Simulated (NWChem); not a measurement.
System: C₂H₃F; SMILES C(=C)F

NWChem input:

```
start job
memory heap 200 mb stack 900 mb global 1100 mb
geometry units angstroms noautosym nocenter noautoz
  C     -0.236674     1.168760     0.000000
  C      0.424893     0.019725     0.000000
  F     -0.184020    -1.161365     0.000000
  H     -1.328429     1.191023     0.000000
  H      0.316275     2.108353     0.000000
  H      1.515840    -0.075106     0.000000
end
basis spherical
  C library aug-cc-pvdz
  F library aug-cc-pvdz
  H library aug-cc-pvdz
end
dft
  xc b3lyp
  iterations 150
end
property
  response 1 0.0773
end
task dft property
```

Parts of the log:

```
             Northwest Computational Chemistry Package (NWChem) 7.3.0
             --------------------------------------------------------

                             Geometry "geometry" -> ""
                             -------------------------

 Output coordinates in angstroms (scale by  1.889725989 to convert to a.u.)

  No.       Tag          Charge          X              Y              Z
 ---- ---------------- ---------- -------------- -------------- --------------
    1 C                    6.0000    -0.23667400     1.16876000     0.00000000
    2 C                    6.0000     0.42489300     0.01972500     0.00000000
    3 F                    9.0000    -0.18402000    -1.16136500     0.00000000
    4 H                    1.0000    -1.32842900     1.19102300     0.00000000
    5 H                    1.0000     0.31627500     2.10835300     0.00000000
    6 H                    1.0000     1.51584000    -0.07510600     0.00000000

 Effective nuclear repulsion energy (a.u.)      67.6384134860

                              NWChem Property Module
                              ----------------------

                                 NWChem DFT Module
                                 -----------------

 Summary of "ao basis" -> "ao basis" (spherical)
 ------------------------------------------------------------------------------
       Tag                 Description            Shells   Functions and Types
 ---------------- ------------------------------  ------  ---------------------
 C                        aug-cc-pvdz                9       23   4s3p2d
 F                        aug-cc-pvdz                9       23   4s3p2d
 H                        aug-cc-pvdz                5        9   3s2p

            General Information
            -------------------
          SCF calculation type: DFT
          Wavefunction type:  closed shell.
          No. of atoms     :     6
          No. of electrons :    24
           Alpha electrons :    12
            Beta electrons :    12
          Charge           :     0
          Spin multiplicity:     1
          Use of symmetry is: off; symmetry adaption is: off
          Maximum number of iterations: 150
          AO basis - number of functions:    96
                     number of shells:    42
          Convergence on energy requested:  1.00D-06
          Convergence on density requested:  1.00D-05
          Convergence on gradient requested:  5.00D-04

              XC Information
              --------------
                         B3LYP Method XC Potential
                     Hartree-Fock (Exact) Exchange  0.200
                        Slater Exchange Functional  0.800 local
                    Becke 1988 Exchange Functional  0.720 non-local
              Lee-Yang-Parr Correlation Functional  0.810
                  VWN I RPA Correlation Functional  0.190 local

             Grid Information
             ----------------
          Grid used for XC integration:  medium
          Radial quadrature: Mura-Knowles
          Angular quadrature: Lebedev.
          Tag              B.-S. Rad. Rad. Pts. Rad. Cut. Ang. Pts.
          ---              ---------- --------- --------- ---------
          C                   0.70       49          12.0       434
          F                   0.50       49          13.0       434
          H                   0.35       45          14.0       434
          Grid pruning is: on
          Number of quadrature shells:   282
          Spatial weights used:  Erf1

      Superposition of Atomic Density Guess
      -------------------------------------

 Sum of atomic energies:        -176.22063227

      Non-variational initial energy
      ------------------------------

 Total energy =    -177.526956
 1-e energy   =    -374.963066
 2-e energy   =     129.797696
 HOMO         =      -0.309566
 LUMO         =       0.029509

   convergence    iter        energy       DeltaE   RMS-Dens  Diis-err
 ---------------- ----- ----------------- --------- --------- ---------
 d= 0,ls=0.0,diis     1   -177.7968839112 -2.45D+02  1.98D-02  4.80D-01
 d= 0,ls=0.0,diis     2   -177.7847480508  1.21D-02  6.44D-03  6.50D-01
 d= 0,ls=0.0,diis     3   -177.8454037852 -6.07D-02  1.53D-03  3.32D-02
 d= 0,ls=0.0,diis     4   -177.8487877374 -3.38D-03  5.98D-04  2.68D-03
 d= 0,ls=0.0,diis     5   -177.8490911235 -3.03D-04  1.43D-04  6.38D-04
  Resetting Diis
 d= 0,ls=0.0,diis     6   -177.8491524951 -6.14D-05  4.45D-05  9.63D-06
 d= 0,ls=0.0,diis     7   -177.8491536321 -1.14D-06  1.44D-05  5.30D-07
 d= 0,ls=0.0,diis     8   -177.8491536329 -8.71D-10  8.56D-06  5.34D-07

         Total DFT energy =     -177.849153632938
      One electron energy =     -377.095255677130
           Coulomb energy =      153.987662089423
    Exchange-Corr. energy =      -22.379973531235
 Nuclear repulsion energy =       67.638413486004

 Numeric. integr. density =       24.000003188204

                       DFT Final Molecular Orbital Analysis
                       ------------------------------------

 Vector   10  Occ=2.000000D+00  E=-4.176902D-01
              MO Center= -2.3D-01,  9.6D-01, -1.8D-11, r^2= 2.2D+00
   Bfn.  Coefficient  Atom+Function         Bfn.  Coefficient  Atom+Function
  ----- ------------  ---------------      ----- ------------  ---------------
    80      0.524484  5 H  s                 71     -0.376817  4 H  s
    79      0.340275  5 H  s                  5      0.321829  1 C  px
    70     -0.288573  4 H  s                 52      0.259131  3 F  py
     6      0.252520  1 C  py                89     -0.194417  6 H  s
    55      0.156090  3 F  py                51     -0.142694  3 F  px

 Vector   11  Occ=2.000000D+00  E=-3.828679D-01
              MO Center=  1.7D-01, -3.2D-01,  9.0D-11, r^2= 1.9D+00
   Bfn.  Coefficient  Atom+Function         Bfn.  Coefficient  Atom+Function
  ----- ------------  ---------------      ----- ------------  ---------------
    51      0.454660  3 F  px                89     -0.311291  6 H  s
    54      0.295229  3 F  px                88     -0.291792  6 H  s
    28     -0.274048  2 C  px                71     -0.255956  4 H  s
     5      0.195796  1 C  px                52     -0.166650  3 F  py
    70     -0.161235  4 H  s                  6     -0.160400  1 C  py

 Vector   12  Occ=2.000000D+00  E=-2.756488D-01
              MO Center=  2.8D-02,  5.0D-01,  4.1D-11, r^2= 1.7D+00
   Bfn.  Coefficient  Atom+Function         Bfn.  Coefficient  Atom+Function
  ----- ------------  ---------------      ----- ------------  ---------------
     7      0.422754  1 C  pz                30      0.374300  2 C  pz
    53     -0.278464  3 F  pz                10      0.244147  1 C  pz
    33      0.215448  2 C  pz                56     -0.189715  3 F  pz
    59     -0.068581  3 F  pz                36      0.036376  2 C  pz
    13      0.033444  1 C  pz                38      0.031364  2 C  d -1

 Vector   13  Occ=0.000000D+00  E=-8.001221D-03
              MO Center=  6.5D-02,  6.7D-01, -1.7D-09, r^2= 3.4D+00
   Bfn.  Coefficient  Atom+Function         Bfn.  Coefficient  Atom+Function
  ----- ------------  ---------------      ----- ------------  ---------------
    13      0.675231  1 C  pz                36     -0.621242  2 C  pz
    30     -0.456807  2 C  pz                33     -0.399030  2 C  pz
     7      0.355817  1 C  pz                10      0.309578  1 C  pz
    53      0.172196  3 F  pz                59      0.167814  3 F  pz
    56      0.134328  3 F  pz                96     -0.073925  6 H  pz

 Vector   14  Occ=0.000000D+00  E=-4.930906D-03
              MO Center=  1.1D+00,  1.3D+00, -3.0D-09, r^2= 1.3D+01
   Bfn.  Coefficient  Atom+Function         Bfn.  Coefficient  Atom+Function
  ----- ------------  ---------------      ----- ------------  ---------------
    90     -1.238799  6 H  s                  4      1.134834  1 C  s
    81     -0.987497  5 H  s                 27      0.971642  2 C  s
    72     -0.436781  4 H  s                 34      0.424642  2 C  px
     3      0.390062  1 C  s                 80     -0.374768  5 H  s
    89     -0.343558  6 H  s                 71     -0.238468  4 H  s

 Vector   15  Occ=0.000000D+00  E= 1.120803D-02
              MO Center= -1.9D-01,  8.7D-01, -3.3D-10, r^2= 1.7D+01
   Bfn.  Coefficient  Atom+Function         Bfn.  Coefficient  Atom+Function
  ----- ------------  ---------------      ----- ------------  ---------------
    90      2.499132  6 H  s                 72     -2.119146  4 H  s
    34     -0.876497  2 C  px                81     -0.665828  5 H  s
    35      0.559354  2 C  py                11     -0.546983  1 C  px
    12      0.483899  1 C  py                89      0.468091  6 H  s
    71     -0.441184  4 H  s                  3      0.260181  1 C  s

     Multipole analysis of the density
     ---------------------------------

     L   x y z        total         alpha         beta         nuclear
     -   - - -        -----         -----         ----         -------
     0   0 0 0      0.000000    -12.000000    -12.000000     24.000000

     1   1 0 0      0.262610      0.153207      0.153207     -0.043804
     1   0 1 0      0.439777      0.311639      0.311639     -0.183502
     1   0 0 1      0.000000      0.000000      0.000000      0.000000

     2   2 0 0    -11.721838    -16.371608    -16.371608     21.021379
     2   1 1 0     -0.480463      1.036770      1.036770     -2.554003
     2   1 0 1     -0.000000     -0.000000     -0.000000      0.000000
     2   0 2 0    -13.382824    -53.484106    -53.484106     93.585387
     2   0 1 1     -0.000000     -0.000000     -0.000000      0.000000
     2   0 0 2    -14.358586     -7.179293     -7.179293      0.000000

 *** CALLING NEW AORESP DRIVER FOR CLOSED AND OPEN SHELLS ***
 Entering AOResponse driver routine

--------------------------------------------------------------------------------

          -----------------------------------------------
          Solving response equations for perturbing field
          -----------------------------------------------

 number of frequencies:     1
 frequency in a.u.:  0.7730000E-01
 Perturbing field: electric
 Using El. Dipole Length Gauge

 Setting up CPKS with frequency omega =      0.07730000 a.u.

                            NWChem Dynamic CPHF Module
                            --------------------------

    scftype = RHF
    nclosed =   12
      nopen =    0
  variables =     2016
  num. vecs =        3
  tolerance =   1.0D-04
  max. iter =   50

 SCF residual:    8.4735432918208153E-005

Iterative solution of linear equations
  No. of variables     2016
  No. of equations        3
  Maximum subspace       30
       Convergence  1.0D-04

   iter   nsub   residual    time
   ----  ------  --------  ---------
     1      3    6.27D+00      12.8
     2      6    2.67D+00      17.1
     3      9    3.04D-01      21.3
     4     12    7.02D-02      25.5
     5     15    1.34D-02      30.3
     6     18    1.76D-03      35.2
     7     21    1.92D-04      39.8
     8     24    1.48D-05      44.0

 Electric Dipole Response Matrix (nonzero elements):

              1        2        3
    1   28.8615  -4.2721   0.0000
    2   -4.2721  36.0644  -0.0000
    3    0.0000  -0.0000  22.6688

 ------------------------------------------
 average:        29.19826 + I       0.00000

 DFT Linear Response polarizability / au
 Frequency  =       0.0773000 / au
 Wavelength =     589.4353558 / nm
              X              Y              Z
 -----------------------------------------------
 X      28.8615492     -4.2721138      0.0000000
 Y      -4.2721094     36.0643840     -0.0000000
 Z       0.0000000     -0.0000000     22.6688438
 -----------------------------------------------
 Eigenvalues =      26.8753764     38.0505568     22.6688438
 Isotropic   =      29.1982590
 Anisotropic =      13.7691079
 -----------------------------------------------

 Magnetic Dipole Response Matrix (nonzero elements):

 Exiting AOResponse driver routine
```

Level: B3LYP/aug-cc-pVDZ. Geometry: optimised at PBE0/def2-SVP.
